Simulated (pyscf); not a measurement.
## Four-centre exchange: HF + F–B(F)–F → F–B(F)–F + HF

Gas phase, singlet surface, charge 0. Bonds broken: F1–H6, B2–F5. Bonds formed: F1–B2, F5–H6. PySCF, gas phase, ωB97X-D3(BJ)/def2-SVP geometries. Correlated levels are frozen-core, on RHF or UHF. ΔMP2 is the change of the MP2 total energy from the triple- to the quadruple-zeta basis.

Transition state (Å):

```xyz
6

F     -0.3727     0.2050     1.2364
B     -1.4995    -0.5444     0.4752
F     -1.2102    -1.8293     0.3297
F     -2.6978    -0.1534     0.8833
F     -1.0228     0.2837    -0.7486
H     -0.3304     0.6054     0.1383
```

One imaginary mode, 1004i cm⁻¹; descent along it reached the two sides named.

| bond | change | reactant side (Å) | saddle | product side |
|---|---|---|---|---|
| F1–H6 | breaks | 0.929 | 1.170 | 2.343 |
| B2–F5 | breaks | 1.333 | 1.553 | 2.221 |
| F1–B2 | forms | 2.209 | 1.553 | 1.332 |
| F5–H6 | forms | 2.322 | 1.170 | 0.929 |

Electronic energies relative to the separated reactants (kcal/mol):

```json
[
 {"level": "ωB97X-D3(BJ)/def2-TZVP", "barrier": "18.0", "reaction energy": "0.0", "reverse barrier": "18.0"},
 {"level": "PBE/def2-TZVP", "barrier": "13.8", "reaction energy": "0.0", "reverse barrier": "13.8"},
 {"level": "r²SCAN/def2-TZVP", "barrier": "14.1", "reaction energy": "0.0", "reverse barrier": "14.1"},
 {"level": "B3LYP-D3(BJ)/def2-TZVP", "barrier": "18.7", "reaction energy": "0.0", "reverse barrier": "18.7"},
 {"level": "PBE0-D3(BJ)/def2-TZVP", "barrier": "16.1", "reaction energy": "0.0", "reverse barrier": "16.1"},
 {"level": "M06-2X/def2-TZVP", "barrier": "16.4", "reaction energy": "0.0", "reverse barrier": "16.4"},
 {"level": "ωB97M-D3(BJ)/def2-TZVP", "barrier": "17.4", "reaction energy": "0.0", "reverse barrier": "17.4"},
 {"level": "HF/def2-TZVP", "barrier": "33.4", "reaction energy": "0.0", "reverse barrier": "33.4"},
 {"level": "MP2/def2-QZVPP", "barrier": "19.8", "reaction energy": "0.0", "reverse barrier": "19.8"},
 {"level": "CCSD/def2-TZVPP", "barrier": "21.5", "reaction energy": "0.0", "reverse barrier": "21.5"},
 {"level": "CCSD(T)/def2-TZVPP", "barrier": "19.2", "reaction energy": "0.0", "reverse barrier": "19.2"},
 {"level": "CCSD(T)/def2-TZVPP + ΔMP2(QZVPP)", "barrier": "20.3", "reaction energy": "0.0", "reverse barrier": "20.3"}
]
```

With CCSD(T)/def2-TZVPP + ΔMP2(QZVPP) energies and thermal terms (ideal gas, 1 atm, RRHO with modes under 100 cm⁻¹ raised to 100, one conformer, R ln 2 for chiral ones without a mode under 150 cm⁻¹), in kcal/mol:

| T (K) | ΔH‡ | ΔG‡ | ΔH | ΔG |
|---|---|---|---|---|
| 298 | 19.1 | 29.2 | 0.0 | 0.0 |
| 600 | 18.8 | 39.6 | 0.0 | 0.0 |
| 900 | 19.0 | 50.0 | 0.0 | 0.0 |
| 1200 | 19.4 | 60.3 | 0.0 | 0.0 |

One saddle was located; it need not be the lowest between these sides. The CCSD(T) − MP2 part came from Ansatz, without density fitting, on the same reference.
